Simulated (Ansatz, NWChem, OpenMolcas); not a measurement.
A small benchmark: dipole moment

6 molecules of light elements (H to F); the dipole moment in D, computed less measured. Shapes, held fixed at every level: PBE0-D4/def2-TZVP. No vibrational averaging. Dipoles are compared by magnitude; molecules under 1 D, whose direction can flip, are left out. Programs: Ansatz 0.2.0, NWChem 7.3.0, OpenMolcas 26.06. A level may come from different programs for different species; with the same settings they agree closely. Measured values: NIST CCCBDB.

Levels: A = HF/def2-SVP; B = r2SCAN-D4/def2-TZVPP; C = PBE0/STO-3G; D = B3LYP-D4/def2-TZVPP.

| molecule | measured | A | B | C | D |
| --- | --- | --- | --- | --- | --- |
| HCN (hydrogen cyanide) | 2.98 | +0.21 | +0.04 | -0.64 | +0.05 |
| H2CO (formaldehyde) | 2.33 | +0.40 | -0.10 | -1.02 | -0.02 |
| CHFO (formyl fluoride) | 2.02 | +0.44 | +0.02 | -0.69 | +0.07 |
| CH3F (fluoromethane) | 1.85 | +0.29 | -0.12 | -0.92 | -0.05 |
| CH3N (methanimine) | 2.00 | +0.20 | -0.04 | -0.23 | -0.01 |
| CH4O (methanol) | 1.70 | +0.18 | -0.10 | -0.31 | -0.06 |

Problem. Sum up the errors.

Solution. 
| level | kind | mean error | mean absolute error | worst case |
| --- | --- | --- | --- | --- |
| HF/def2-SVP | Hartree–Fock | +0.287 | 0.287 | CHFO |
| r2SCAN-D4/def2-TZVPP | meta-GGA | -0.050 | 0.070 | CH3F |
| PBE0/STO-3G | global hybrid | -0.635 | 0.635 | H2CO |
| B3LYP-D4/def2-TZVPP | global hybrid | -0.003 | 0.043 | CHFO |

On this set B3LYP-D4/def2-TZVPP has the smallest mean absolute error and PBE0/STO-3G the largest. HF/def2-SVP is too high in 6 of 6; r2SCAN-D4/def2-TZVPP is too low in 4 of 6; PBE0/STO-3G is too low in 6 of 6; B3LYP-D4/def2-TZVPP is too low in 4 of 6. The levels differ in basis as well as in method. The smallest two are near a tie. The set is small.
